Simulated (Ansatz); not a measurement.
What does this script print? It uses the Python package of Ansatz (0.2.0).

The script, `run_composite.py`:
```python
import itertools

import ansatz as az
from ase import Atoms
from ase.data import atomic_numbers, covalent_radii
import numpy as np


def main() -> None:
    atoms = Atoms(["B", "H", "H", "H", "H"], positions=[
        (0.0001, 0.00017, -0.00011),
        (0.68366, 0.99701, 0.21769),
        (0.72634, -0.98849, -0.06707),
        (-0.60041, 0.1397, -1.06336),
        (-0.80969, -0.14838, 0.91285),
    ])
    molecule = az.Crystal.molecule_from_ase(atoms)

    setup = (
        molecule.calculation()
        .basis(gaussian="def2-SVP")
        .functional("pbe0")
        .charge(-1)
    )
    symbols = [site.symbol for site in molecule.cartesian_sites]
    start = np.array([site.position_ang for site in molecule.cartesian_sites], dtype=float)
    summary = setup.relax(force_tolerance=0.01).run(threads=1, backend="cpu").report
    end = np.array(summary["positions_ang"])
    radius = [covalent_radii[atomic_numbers[s]] for s in symbols]
    span = lambda where, i, j: np.linalg.norm(where[i] - where[j])
    bonded = [(i, j) for i, j in itertools.combinations(range(len(symbols)), 2) if min(span(start, i, j), span(end, i, j)) < 1.2 * (radius[i] + radius[j])]
    print("pair        before    after (A)")
    for i, j in bonded:
        print(f"{symbols[i]}{i}-{symbols[j]}{j}".ljust(10), f"{span(start, i, j):8.4f} {span(end, i, j):8.4f}")

    minimum = az.Crystal.molecule()
    for symbol, place in zip(symbols, end):
        minimum = minimum.atom(symbol, place.tolist())
    at_minimum = minimum.calculation().charge(-1)
    level = lambda method, basis: at_minimum.basis(gaussian=basis).correlation(method).run(threads=1, backend="cpu").report
    small, large, cluster = level("mp2", "cc-pVDZ"), level("mp2", "cc-pVTZ"), level("ccsd_t", "cc-pVDZ")
    corr = lambda each: (each["free_energy_ev"] - each["reference_energy_ev"]) / 27.211386246
    mp2_limit = (27 * corr(large) - 8 * corr(small)) / 19
    pieces = {"HF / cc-pVTZ": large["reference_energy_ev"] / 27.211386246, "MP2 correlation, DZ-TZ limit": mp2_limit, "CCSD(T) - MP2 / cc-pVDZ": corr(cluster) - corr(small)}
    for name, value in pieces.items():
        print(f"{name:32s} {value:14.6f} Ha")
    print(f"{'sum':32s} {sum(pieces.values()):14.6f} Ha")
    print("T1 diagnostic", round(cluster["correlation"]["coupled_cluster"]["t1_diagnostic"], 4))


if __name__ == "__main__":
    main()
```

```console
$ python run_composite.py
pair        before    after (A)
B0-H1        1.2282   1.2517
B0-H2        1.2286   1.2517
B0-H3        1.2291   1.2518
B0-H4        1.2294   1.2518
HF / cc-pVTZ                         -26.986188 Ha
MP2 correlation, DZ-TZ limit          -0.178109 Ha
CCSD(T) - MP2 / cc-pVDZ               -0.031553 Ha
sum                                  -27.195849 Ha
T1 diagnostic 0.0083
```

Caveats:
- Total energies depend on the basis set; only differences at equal settings carry meaning.
- The sum leaves out core correlation, relativity, the Hartree-Fock basis error and zero-point energy; a DZ-TZ extrapolation is rough.
- Inner cores stay frozen, so this is valence correlation.
- Anions want diffuse functions, which this basis lacks.
- It ran for 2.2 s on 1 thread of Arm Neoverse V2, with other jobs on the host, peak memory 0.17 GiB.
